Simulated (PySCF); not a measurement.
NO, multiplicity 2. Atoms are numbered in the order given.

```xyz
2

N      0.0000     0.0000    -0.6174
O      0.0000     0.0000     0.5402
```
Charge 0, spin multiplicity 2.

Geometry optimised at PBE-D3(BJ)/def2-TZVPD.

All values below come from ωB97X/def2-TZVPD (PySCF).

Mulliken values depend strongly on the basis, most of all with diffuse functions as here. ESP charges are fitted to the potential on shells at 1.4 to 2.0 van der Waals radii. Atomic charges (e):

| atom | Mulliken | ESP fit | Mulliken spin |
|---|---|---|---|
| N1 | 0.18 | -0.01 | 0.71 |
| O2 | -0.18 | 0.01 | 0.29 |
